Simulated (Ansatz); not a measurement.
Species, as SMILES: OO (H2O2).
Atoms: O1, O2, H3, H4. Bonds: O1-O2, O1-H3, O2-H4.

Basis-set convergence of the optimised O1-H3 bond length at PBE0 with Ansatz (an electronic-structure program). Cartesian d functions, on some or all atoms, in 6-31G*, 6-31G**; all else is spherical. The program fits the integrals of some runs and decomposes those of others, by size. No added dispersion term, no relativity. Reference: the value in def2-QZVPPD, 0.9624 Å, itself unsure by roughly 0.0002 Å (its mean distance from pcseg-3, def2-QZVPP, cc-pVQZ). Deviations are taken from unrounded values.

```csv
basis,functions,optimised O1-H3 bond length (Å),minus reference (Å)
def2-SV(P),32,0.9721,0.0097
6-31G*,34,0.9698,0.0074
cc-pVDZ,38,0.9695,0.0071
def2-SVP,38,0.9670,0.0046
6-31G**,40,0.9666,0.0042
6-311G**,48,0.9626,0.0002
6-311+G**,56,0.9638,0.0014
aug-cc-pVDZ,64,0.9667,0.0043
aug-pcseg-1,64,0.9679,0.0055
"6-311++G(2d,2p)",74,0.9626,0.0002
def2-TZVP,74,0.9648,0.0025
def2-TZVPP,90,0.9626,0.0002
def2-TZVPD,98,0.9653,0.0029
jun-cc-pV(T+d)Z,106,0.9636,0.0012
"6-311++G(3df,3pd)",114,0.9628,0.0004
def2-TZVPPD,114,0.9629,0.0005
aug-pcseg-2,138,0.9626,0.0002
def2-QZVPP,174,0.9622,-0.0002
```
